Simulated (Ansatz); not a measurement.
A made-up structure of NaBNH, singlet:

N1  (-0.652, 0.553, -0.473)
B2  (0.185, -0.157, 0.134)
Na3  (1.782, -1.510, 1.292)
H4  (0.403, -0.383, 1.240)
(Å)

It is relaxed with PBE-D4/def2-SVP and then PBE0-D4/def2-TZVP (Ansatz 0.2.0). Atoms count as bonded within 1.22 times the sum of their covalent radii (H–H: 0.88 Å). The end point is not checked to be a true minimum.

Problem. Does its bonding change? (Judge from chemistry; the calculation decides.)

Solution. By the calculation: Yes. Formed: N1–Na3; broken: B2–Na3, Na3–H4.

Where it ends: The first stage lowers the energy by 2.51 eV in 19 steps. It ends as NaBNH ([BH][N][Na]):
| atom | x (Å) | y (Å) | z (Å) |
| --- | --- | --- | --- |
| N1 | 0.6977 | -0.5837 | 0.3342 |
| B2 | -0.1375 | 0.0677 | 1.0072 |
| Na3 | 2.0797 | -1.6611 | -0.7866 |
| H4 | -0.9223 | 0.6798 | 1.6389 |

Labels in which every atom is bracketed show which atoms are joined, not bond orders.

For scale, one of the runs: PBE0-D4/def2-TZVP relaxation, 100 basis functions, launched by `ansatz run in.yaml --threads 2 --pin off --events-out ev --progress --plain --max-ram 4352MiB`. The run took about 6 s on 2 CPU threads of an Arm Neoverse V2 (shared host).
